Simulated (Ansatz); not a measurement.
Cartesian coordinates (Å):
SMILES: [C-]#[N+]
```xyz
2

C      0.5801     0.0000     0.0000
N     -0.5801     0.0000     0.0000
```
Charge 0, spin multiplicity 2.

Level of theory: frozen-core CCSD(T)/cc-pVTZ // PBE0-D4/def2-TZVP (Ansatz, a program for electronic structure).

```json
{
  "HF energy": "-92.23528 Ha",
  "MP2 correlation energy": "-0.27687 Ha"
}
```

Estimate the CCSD correlation energy, the (T) correction, the total energy and the T1 diagnostic.


```
Property                       Result
-----------------------  ------------
CCSD correlation energy   -0.31186 Ha
(T) correction            -0.01816 Ha
CCSD(T) total energy     -92.56530 Ha
T1 diagnostic                   0.086
```
